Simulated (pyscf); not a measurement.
H₂N–SiH₂–NH–SiH₂–NH₂ (SMILES N[SiH2]N[SiH2]N) + Cl–SiH₂–Cl (SMILES Cl[SiH2]Cl) → H₂N–SiH₂–NH–SiH₂–NH–SiH(Cl)–Cl (SMILES N[SiH2]N[SiH2]N[SiH](Cl)Cl) + H₂ (SMILES [H][H]) (four-centre exchange; singlet surface; H–N, H–Si broken, N–Si, H–H formed). Single points on ωB97X-D3(BJ)/def2-SVP structures (PySCF, gas phase). Energies in kJ/mol from the separated reactants.

| level | barrier | reaction energy |
|---|---|---|
| ωB97X-D3(BJ)/def2-TZVP | 150.5 | -75.2 |
| PBE/def2-TZVP | 145.4 | -47.1 |
| B3LYP-D3(BJ)/def2-TZVP | … | -70.6 |
| M06-2X/def2-TZVP | 159.2 | -74.2 |
| ωB97M-D3(BJ)/def2-TZVP | … | … |
| HF/def2-TZVP | 269.1 | -33.0 |

Question: Fill in the missing entries.

Answer: 
- B3LYP-D3(BJ)/def2-TZVP, barrier: 151.5
- ωB97M-D3(BJ)/def2-TZVP, barrier: 157.1
- ωB97M-D3(BJ)/def2-TZVP, reaction energy: -65.1

The functionals in the table span 13.8 kJ/mol in this barrier, from PBE to M06-2X. On the reactant side the descent ends in an adduct with a N–Si contact (not fully relaxed), 23.0 kJ/mol under the separated species and 173.4 kJ/mol under the saddle at ωB97X-D3(BJ)/def2-TZVP. What is counted as formed (N–Si) is already present as a longer contact in the reactant adduct; forming that adduct is a step of its own. At the saddle there is also a short H–Si contact that neither side keeps. One saddle was located; it need not be the lowest between these sides.
